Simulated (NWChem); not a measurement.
acetonitrile (C2H3N); SMILES CC#N

All runs: NWChem. Structure relaxed at the PBE0/def2-SVP level.

### Question
Predict the results for PBE/def2-TZVPD. Quantities: highest occupied level (eV); orbital gap (eV); dipole (D).

### Answer
The highest occupied level (eV) is -8.09 and the orbital gap (eV) is 7.48. The dipole (D) is 3.98.
